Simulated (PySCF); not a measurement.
Species, as SMILES: P (PH3).
Geometry (B3LYP-D3(BJ)/def2-TZVP, fixed):
```xyz
4

P      0.0029     0.0016     0.1282
H     -0.0038     1.1839    -0.6561
H      1.0120    -0.6137    -0.6568
H     -1.0521    -0.5944    -0.6098
```
Charge 0, spin multiplicity 1.

Basis-set convergence of the isotropic shielding of P1 at PBE0 with PySCF. GIAO, no density fitting; atoms are numbered in the order shown. All functions are spherical. Core-valence sets carry the plain set on hydrogen. No added dispersion term, no relativity. Reference: the value in pcSseg-3, 579.37 ppm, itself unsure by roughly 0.63 ppm (its mean distance from cc-pCVQZ, pcseg-3, pcSseg-2). Deviations are taken from unrounded values. Cost is core time over that of 6-311++G(3df,3pd), rough, on shared machines of one kind; a dash marks a row that isn't timed (too short, read off another run, short of memory, by another algorithm or on other hardware).

```tsv
basis	functions	cost
STO-3G	12	-
3-21G	19	-
6-31G	19	-
6-31G*	24	-
6-31+G*	28	-
6-31G**	33	-
6-311G**	44	-
6-311+G**	48	-
6-311++G(2d,2p)	65	0.5×
6-311++G(3df,3pd)	101	1×
cc-pCVTZ	101	1×
cc-pCVQZ	199	10×
```

Problem. Which is the smallest set listed that can be trusted to 10 ppm here, that is, within that of the reference together with its larger relatives (same family, alike in diffuse functions; a set with none to test it counts only in the reference's own line)?

Solution. The smallest set listed that lies within 10 ppm of the reference with all its larger relatives (same family, alike in diffuse functions; a set with none counts only in the reference's own line) is 6-311+G** (48 functions, 6.89 ppm off). Inside, with no larger relative to test it: 6-311G**. Value minus reference: STO-3G 129.98, 3-21G 69.71, 6-31G 52.65, 6-31G* 21.64, 6-31+G* 20.87, 6-31G** 27.28, 6-311G** 7.23, 6-311+G** 6.89, 6-311++G(2d,2p) 5.89, 6-311++G(3df,3pd) 1.65, cc-pCVTZ 2.72, cc-pCVQZ 0.06 ppm.
